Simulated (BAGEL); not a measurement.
# One shape, several levels: C2H4F2N (SMILES CN[C](F)F)

Aim: a comparison of 5 runs (UHF/3-21G, ROHF/6-31G*, UHF/6-31G*, ROHF/cc-pVDZ, UHF/cc-pVDZ) of C2H4F2N. 

Program for the calculation: BAGEL 1.2.2.

16 further runs of the same task are left out: 16 set aside as unsound or not needed.

## (1) The system as given

C2H4F2N: 9 atoms, total charge 0, spin state doublet. SMILES: `CN[C](F)F`. The N2–C3 distance was set to 3.025 Å, away from the relaxed value. At this shape a bond of the SMILES string is far longer than usual.

Bond lengths: C1–N2 1.444 Å, C3–F4 1.359 Å, C3–F5 1.352 Å, C1–H6 1.088 Å, C1–H7 1.088 Å, C1–H8 1.096 Å, N2–H9 1.010 Å. Angles: F4–C3–F5 109.0°, C1–N2–H9 116.9°, N2–C1–H6 108.9°, N2–C1–H7 108.8°, N2–C1–H8 112.0°, H6–C1–H7 109.2°, H6–C1–H8 109.4°, H7–C1–H8 108.5°.

## (2) A single-point energy at UHF/3-21G (density fitting with qzvpp-jkfit) (run 1)

The input, job.json:

```json
{ "bagel" : [

{
  "title" : "molecule",
  "basis" : "3-21g",
  "df_basis" : "qzvpp-jkfit",
  "angstrom" : true,
  "geometry" : [
    { "atom" : "C", "xyz" : [   -2.575848,    0.310271,   -0.459975 ] },
    { "atom" : "N", "xyz" : [   -1.727678,    0.266661,    0.708445 ] },
    { "atom" : "C", "xyz" : [    1.285570,    0.085890,    0.511240 ] },
    { "atom" : "F", "xyz" : [    1.858000,   -0.807790,    1.360600 ] },
    { "atom" : "F", "xyz" : [    1.788570,   -0.102860,   -0.729450 ] },
    { "atom" : "H", "xyz" : [   -3.526938,    0.763711,   -0.189365 ] },
    { "atom" : "H", "xyz" : [   -2.092548,    0.918961,   -1.221595 ] },
    { "atom" : "H", "xyz" : [   -2.754188,   -0.688029,   -0.874805 ] },
    { "atom" : "H", "xyz" : [   -2.116358,   -0.155219,    1.540295 ] }
  ]
},
{ "title" : "uhf", "nopen" : 1 },
{ "title" : "print", "file" : "orbitals.molden", "orbitals" : true }

]}
```

Command:

```
$ BAGEL_NUM_THREADS=1 BAGEL job.json > job.out
```

Output:

```text
* using 1 threads per process

  ===============================================================
  ===============================================================

  *** Geometry ***

  { "atom" : "C", "xyz" : [     -4.867647,      0.586327,     -0.869227 ] },
  { "atom" : "N", "xyz" : [     -3.264838,      0.503916,      1.338767 ] },
  { "atom" : "C", "xyz" : [      2.429375,      0.162309,      0.966104 ] },
  { "atom" : "F", "xyz" : [      3.511111,     -1.526502,      2.571161 ] },
  { "atom" : "F", "xyz" : [      3.379907,     -0.194377,     -1.378461 ] },
  { "atom" : "H", "xyz" : [     -6.664947,      1.443205,     -0.357848 ] },
  { "atom" : "H", "xyz" : [     -3.954343,      1.736585,     -2.308480 ] },
  { "atom" : "H", "xyz" : [     -5.204661,     -1.300186,     -1.653142 ] },
  { "atom" : "H", "xyz" : [     -3.999337,     -0.293321,      2.910736 ] },

  Number of auxiliary basis functions:      453

  Since a DF basis is specified, we compute 2- and 3-index integrals:
    o Being stored without compression. Storage requirement is 0.010 GB

  Number of basis functions:       53
  Number of electrons      :       41

    * METHOD: MOLECULE                             0.18

  *** Open-shell HF ***

  === Nuclear Repulsion ===
   150.7632649549

      * DIIS with orbital gradients will be used.

  === UHF iteration (3-21g) ===
      0       -329.21919879          0.05599843           0.08
      1       -329.36636403          0.03422297           0.08
      2       -329.40671233          0.02050330           0.07
      3       -329.42560352          0.00197490           0.07
      4       -329.42653098          0.00074327           0.07
      5       -329.42669630          0.00026322           0.08
[... 62 lines of this table left out ...]
     68       -329.42683143          0.00000002           0.06
     69       -329.42683143          0.00000001           0.06
    * SCF iteration converged.

    * S^2 (UHF) is 0.7586

    * Permanent dipole moment:
           (    0.917859,     0.290646,     0.084742) a.u.

    * METHOD: UHF                                  4.67

    * METHOD: PRINT                                0.00

  ===============================================================
```

Run time: 5.4 s. Hardware: 1 thread of Intel Xeon Platinum 8488C (Sapphire Rapids), shared host; peak memory 0.08 GiB.

## (3) The energy at ROHF/6-31G(d) (density fitting with qzvpp-jkfit, spherical functions) (run 2)

The input, input.json:

```json
{ "bagel": [

{
  "title": "molecule",
  "basis": "6-31gs.json",
  "df_basis": "qzvpp-jkfit",
  "angstrom": "true",
  "geometry": [
    { "atom": "C", "xyz": [   -2.575848,    0.310271,   -0.459975 ] },
    { "atom": "N", "xyz": [   -1.727678,    0.266661,    0.708445 ] },
    { "atom": "C", "xyz": [    1.285570,    0.085890,    0.511240 ] },
    { "atom": "F", "xyz": [    1.858000,   -0.807790,    1.360600 ] },
    { "atom": "F", "xyz": [    1.788570,   -0.102860,   -0.729450 ] },
    { "atom": "H", "xyz": [   -3.526938,    0.763711,   -0.189365 ] },
    { "atom": "H", "xyz": [   -2.092548,    0.918961,   -1.221595 ] },
    { "atom": "H", "xyz": [   -2.754188,   -0.688029,   -0.874805 ] },
    { "atom": "H", "xyz": [   -2.116358,   -0.155219,    1.540295 ] }
  ]
},
{ "title": "rohf", "nopen": 1 },
{ "title": "print", "file": "orbitals.molden", "orbitals": "true" }

]}
```

The basis set 6-31G* is read from a file made from the Basis Set Exchange's data (not shown).

Command:

```
$ BAGEL_NUM_THREADS=1 BAGEL input.json > input.out
```

Output:

```text
* using 1 threads per process

  ===============================================================
  ===============================================================

  *** Geometry ***

  { "atom" : "C", "xyz" : [     -4.867647,      0.586327,     -0.869227 ] },
  { "atom" : "N", "xyz" : [     -3.264838,      0.503916,      1.338767 ] },
  { "atom" : "C", "xyz" : [      2.429375,      0.162309,      0.966104 ] },
  { "atom" : "F", "xyz" : [      3.511111,     -1.526502,      2.571161 ] },
  { "atom" : "F", "xyz" : [      3.379907,     -0.194377,     -1.378461 ] },
  { "atom" : "H", "xyz" : [     -6.664947,      1.443205,     -0.357848 ] },
  { "atom" : "H", "xyz" : [     -3.954343,      1.736585,     -2.308480 ] },
  { "atom" : "H", "xyz" : [     -5.204661,     -1.300186,     -1.653142 ] },
  { "atom" : "H", "xyz" : [     -3.999337,     -0.293321,      2.910736 ] },

  Number of auxiliary basis functions:      453

  Since a DF basis is specified, we compute 2- and 3-index integrals:
    o Being stored without compression. Storage requirement is 0.022 GB

  Number of basis functions:       78
  Number of electrons      :       41

    * METHOD: MOLECULE                             0.21

  *** Open-shell HF ***

  === Nuclear Repulsion ===
   150.7632649549

      * DIIS with orbital gradients will be used.

  === ROHF iteration (6-31gs.json) ===
      0       -330.88466680          0.04929703           0.13
      1       -331.09912698          0.03333559           0.13
      2       -331.17960341          0.02028889           0.15
      3       -331.22201583          0.00202756           0.13
      4       -331.22341038          0.00083140           0.11
      5       -331.22374831          0.00028493           0.11
[... 17 lines of this table left out ...]
     23       -331.22404347          0.00000001           0.11
     24       -331.22404347          0.00000001           0.13
    * SCF iteration converged.

    * S^2 (ROHF) is 0.7500

    * Permanent dipole moment:
           (    0.790032,     0.277534,     0.063107) a.u.

    * METHOD: ROHF                                 3.17

    * METHOD: PRINT                                0.02

  ===============================================================
```

Wall time 3.9 s (1 thread of Intel Xeon Platinum 8488C (Sapphire Rapids), shared host); peak memory 0.1 GiB.

Runs 3 to 4 aren't shown in full; the table further down has their settings and results.

## (4) A single-point energy at UHF/cc-pVDZ (density fitting with qzvpp-jkfit) (run 5)

The input, input.json:

```json
{ "bagel" : [

{
  "title" : "molecule",
  "basis" : "cc-pvdz.json",
  "df_basis" : "qzvpp-jkfit",
  "angstrom" : "true",
  "geometry" : [
    { "atom" : "C", "xyz" : [   -2.575848,    0.310271,   -0.459975 ] },
    { "atom" : "N", "xyz" : [   -1.727678,    0.266661,    0.708445 ] },
    { "atom" : "C", "xyz" : [    1.285570,    0.085890,    0.511240 ] },
    { "atom" : "F", "xyz" : [    1.858000,   -0.807790,    1.360600 ] },
    { "atom" : "F", "xyz" : [    1.788570,   -0.102860,   -0.729450 ] },
    { "atom" : "H", "xyz" : [   -3.526938,    0.763711,   -0.189365 ] },
    { "atom" : "H", "xyz" : [   -2.092548,    0.918961,   -1.221595 ] },
    { "atom" : "H", "xyz" : [   -2.754188,   -0.688029,   -0.874805 ] },
    { "atom" : "H", "xyz" : [   -2.116358,   -0.155219,    1.540295 ] }
  ]
},
{
  "title" : "uhf",
  "nopen" : 1
},
{
  "title" : "print",
  "file" : "orbitals.molden",
  "orbitals" : "true"
}

]}
```

The basis set cc-pVDZ is read from a file made from the Basis Set Exchange's data (not shown).

Command:

```
$ BAGEL_NUM_THREADS=1 BAGEL input.json > input.out
```

Output:

```text
* using 1 threads per process

  ===============================================================
  ===============================================================

  *** Geometry ***

  { "atom" : "C", "xyz" : [     -4.867647,      0.586327,     -0.869227 ] },
  { "atom" : "N", "xyz" : [     -3.264838,      0.503916,      1.338767 ] },
  { "atom" : "C", "xyz" : [      2.429375,      0.162309,      0.966104 ] },
  { "atom" : "F", "xyz" : [      3.511111,     -1.526502,      2.571161 ] },
  { "atom" : "F", "xyz" : [      3.379907,     -0.194377,     -1.378461 ] },
  { "atom" : "H", "xyz" : [     -6.664947,      1.443205,     -0.357848 ] },
  { "atom" : "H", "xyz" : [     -3.954343,      1.736585,     -2.308480 ] },
  { "atom" : "H", "xyz" : [     -5.204661,     -1.300186,     -1.653142 ] },
  { "atom" : "H", "xyz" : [     -3.999337,     -0.293321,      2.910736 ] },

  Number of auxiliary basis functions:      453

  Since a DF basis is specified, we compute 2- and 3-index integrals:
    o Being stored without compression. Storage requirement is 0.029 GB

  Number of basis functions:       90
  Number of electrons      :       41

    * METHOD: MOLECULE                             0.26

  *** Open-shell HF ***

  === Nuclear Repulsion ===
   150.7632649549

      * DIIS with orbital gradients will be used.

  === UHF iteration (cc-pvdz.json) ===
      0       -330.83249282          0.03781532           0.18
      1       -331.09661495          0.02781182           0.18
      2       -331.20236465          0.01526263           0.17
      3       -331.25267771          0.00207107           0.13
      4       -331.25470175          0.00084856           0.14
      5       -331.25523633          0.00037727           0.14
[... 36 lines of this table left out ...]
     42       -331.25588993          0.00000002           0.18
     43       -331.25588993          0.00000001           0.18
    * SCF iteration converged.

    * S^2 (UHF) is 0.7598

    * Permanent dipole moment:
           (    0.769178,     0.244915,     0.064224) a.u.

    * METHOD: UHF                                  6.67

    * METHOD: PRINT                                0.02

  ===============================================================
```

Run time: 7.5 s. Hardware: 1 thread of Intel Xeon Platinum 8488C (Sapphire Rapids), shared host; peak memory 0.11 GiB.

## (5) All runs side by side

```csv
run,level,energy (Eh),dipole moment (D),⟨S²⟩,wall time
1,UHF/3-21G (density fitting with qzvpp-jkfit),-329.426831,2.46,0.759,5.4 s
2,"ROHF/6-31G* (density fitting with qzvpp-jkfit, spherical functions)",-331.224043,2.13,0.750,3.9 s
3,"UHF/6-31G* (density fitting with qzvpp-jkfit, spherical functions)",-331.228802,2.14,0.760,5.7 s
4,ROHF/cc-pVDZ (density fitting with qzvpp-jkfit),-331.251135,2.05,0.750,5.1 s
5,UHF/cc-pVDZ (density fitting with qzvpp-jkfit),-331.255890,2.06,0.760,7.5 s
```

## (6) What came out

| quantity | value |
| --- | --- |
| run 5: total energy | -331.25589 Eh |
| run 5: dipole moment | 2.06 D |
| run 5: ⟨S²⟩ | 0.760 |

What this shows: The dipole moment (its size) runs from 2.05 D (ROHF/cc-pVDZ) to 2.46 D (UHF/3-21G). The two ends differ in method and basis. All runs together took 28 s, the longest 7.5 s.
